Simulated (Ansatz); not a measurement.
PHF2 (difluorophosphine): methods side by side

PHF2 has 4 atoms, charge 0, and is taken as a singlet. As SMILES, `FPF`. Geometry: relaxed at GFN2-xTB.

```tsv
atom	x (Å)	y (Å)	z (Å)
F	1.2007	0.6039	-0.2440
P	-0.0208	-0.4330	-0.4600
F	-1.1772	0.6655	-0.1956
H	-0.0027	-0.8363	0.8997
```

Each level gives the energy change with the F1–P2 bond stretched from 1.617 to 2.021 Å (eV). The values are calculated.

```json
{"level": "HF/STO-3G (restricted)", "kind": "Hartree–Fock", "program": "Ansatz", "value (eV)": "1.93", "less FCI/STO-3G": "+1.05", "CPU time (all runs)": "0.2 s"}
{"level": "SVWN5/STO-3G (restricted)", "kind": "LDA", "program": "Ansatz", "value (eV)": "1.05", "less FCI/STO-3G": "+0.17", "CPU time (all runs)": "1.3 s"}
{"level": "BLYP/STO-3G (restricted)", "kind": "GGA", "program": "Ansatz", "value (eV)": "0.74", "less FCI/STO-3G": "-0.14", "CPU time (all runs)": "2 s"}
{"level": "BHLYP/STO-3G (restricted)", "kind": "global hybrid", "program": "Ansatz", "value (eV)": "1.44", "less FCI/STO-3G": "+0.56", "CPU time (all runs)": "1.9 s"}
{"level": "wB97X/STO-3G (restricted)", "kind": "range-separated hybrid", "program": "Ansatz", "value (eV)": "1.24", "less FCI/STO-3G": "+0.36", "CPU time (all runs)": "8.8 s"}
{"level": "RPA@PBE/STO-3G (restricted)", "kind": "RPA", "program": "Ansatz", "value (eV)": "0.68", "less FCI/STO-3G": "-0.20", "CPU time (all runs)": "3 s"}
{"level": "CCSDT/STO-3G (restricted)", "kind": "coupled cluster or CI", "program": "Ansatz", "value (eV)": "0.88", "less FCI/STO-3G": "0.00", "CPU time (all runs)": "0.64 s"}
{"level": "CCSDTQ/STO-3G (restricted)", "kind": "coupled cluster or CI", "program": "Ansatz", "value (eV)": "0.88", "less FCI/STO-3G": "0.00", "CPU time (all runs)": "17 s"}
{"level": "FCI/STO-3G", "kind": "exact in the basis", "program": "Ansatz", "value (eV)": "0.88", "less FCI/STO-3G": "0.00", "CPU time (all runs)": "0.84 s"}
```

FCI/STO-3G is exact within its basis and frozen core, so for wave-function methods in that basis the difference is their error; functionals converge differently with the basis, so for them it is only a difference. The first shape isn't each level's own minimum. The values span 0.68 to 1.93 eV. All rows use very small basis sets, so none should be taken for the real molecule's value. Times are those of the runs behind each value, whatever else they computed, on shared processors of several kinds: orders of magnitude only.
